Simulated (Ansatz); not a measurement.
Two isomers of C4H4F2: A = `FC1=CCC1F`, B = `C=CC=C(F)F`.

Program: Ansatz. Geometries: PBE0-D4/def2-TZVP. ΔE: electronic, gas phase. CCSD(T)/CBS is the MP2 limit (def2-TZVPP, def2-QZVPP) plus CCSD(T) − MP2 in def2-TZVPP, frozen cores. DFT in def2-TZVPP. B3LYP here is the variant with VWN-RPA as its local correlation; programs differ in this. One conformer a species, not always the lowest.

Which isomer does CCSD(T)/CBS put lower? Give the gap. (An estimate is asked.)

Ansatz gave: B, by 11.0 kcal/mol.

Give E(B) − E(A) in kcal/mol with B3LYP, MP2/def2-TZVPP, CCSD(T)/def2-SVP, CCSD(T)/def2-TZVPP, r2SCAN-D4, CCSD/def2-TZVPP, LDA (SPW92). (An estimate is asked.)

Computed: B3LYP -15.8, MP2/def2-TZVPP -10.2, CCSD(T)/def2-SVP -13.7, CCSD(T)/def2-TZVPP -11.6, r2SCAN-D4 -14.2, CCSD/def2-TZVPP -11.2, LDA (SPW92) -9.8. None reverses the order clearly.

Does the order hold for the free energy at 298.15 K (harmonic terms from PBE0-D4)? (Estimate.)

The calculation gave: Yes: G(B) − G(A) = -12.6 kcal/mol, for one conformer each.

Largest T1 diagnostic: 0.012.

In def2-TZVPP, CCSD(T) changes the Hartree–Fock value by +3.0 kcal/mol (the triples alone add −0.4 kcal/mol) and MP2 by +4.4 kcal/mol. From PBE to PBE0 (25 % exact exchange), in def2-TZVPP and without D4, E(B) − E(A) moves by +2.2 kcal/mol.
